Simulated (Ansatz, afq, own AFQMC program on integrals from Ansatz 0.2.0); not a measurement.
CuSiH3, singlet: AFQMC among the cluster methods

```csv
atom,x (Å),y (Å),z (Å)
Cu,-0.9753,0.0057,0.0067
Si,1.9228,-0.0112,-0.0131
H,2.6269,-1.7948,-0.0118
H,2.6530,0.8796,1.5199
H,2.6319,0.8690,-1.5621
```

Connectivity, by distances: Cu–Si ··· H3.

Basis def2-SVP. Only valence electrons are correlated. AFQMC by an in-house program on the Cholesky factors that Ansatz 0.2.0 writes for its CCSD(T) run. ph-AFQMC/CISD is guided by a CISD state made of CCSD amplitudes; releasing the constraint for a short imaginary time cuts its bias at the price of noise, slowly where states lie close. Error bars are statistical, one sigma. The metal's outer-core s and p shells are frozen, which shifts wave-function levels against functionals.

Determinant: RHF, the one that the program's search chose, which needn't be the lowest solution. The geometry is a point of a scan.

No full CI on the walks' own integrals is used here; CCSDT(Q) serves as the reference and is uncertain by about the last step of the cluster series.

Cautions: no relativity below Rb; outer-core shells of the metal frozen; higher spins were not checked; the released energies get too noisy after the second time (errors over twice the walk's own, or jumping), so no released level is given (meV from the phaseless value at times in 1/Eh: -23 ± 12 at 0.24, -23 ± 13 at 0.50, -12 ± 21 at 1.00), though the last usable value meets CCSDT(Q) within the noise.

```
T1 diagnostic                               : 0.0261
weight of the determinant in the CISD state : 0.822
size of the correlated space                : 18 electrons in 50 orbitals
```

```
  level  correlation energy (eV)
    MP2                 -10.9904
   CCSD                 -11.0451
CCSD(T)                 -11.5197
```

Question: Estimate where phaseless AFQMC with the Hartree–Fock trial lies against CCSD(T) on the same integrals.

Answer: 25.6 ± 5.7 kJ/mol below CCSD(T).

Reference: CCSDT(Q), correlation energy -11.498 eV.

```csv
level,E − E(reference) (kJ/mol),share of correlation (%)
CCSD(T),-2.1,100.19
CCSDT,-3.9,100.35
ph-AFQMC/HF,-27.7 ± 5.7,102.50
ph-AFQMC/CISD,-0.3 ± 0.9,100.02
```

A walk keeps the symmetry of its determinant, which the program's search chose and which needn't be the lowest solution, so a lower state of the same spin and another symmetry isn't excluded.
